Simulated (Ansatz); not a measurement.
The reference is InAs in the zinc blende structure (space group F-43m, No. 216; a = 6.109 Å).

Level of theory: DFT with r2SCAN, PAW potentials and a 500 eV plane-wave cutoff in Ansatz (an electronic-structure program), no spin-orbit coupling.

Perturbation: Sb takes the place of As on all its sites; the structure is relaxed again.

Measured lattice parameter a: InAs 6.047 Å (static lattice; corrected from measurement; as listed in Daniel Mejia-Rodriguez, S. B. Trickey, Phys. Rev. B (2018)); InSb 6.468 Å (static lattice; corrected from measurement; as listed in Daniel Mejia-Rodriguez, S. B. Trickey, Phys. Rev. B (2018)).

Q: How well does r2SCAN reproduce the measured shift?

A: With r2SCAN the lattice parameter a moves by +0.447 Å (6.109 → 6.556) against +0.421 Å measured.

Whether these cells are dynamically stable was not tested. All final runs are without spin polarisation.
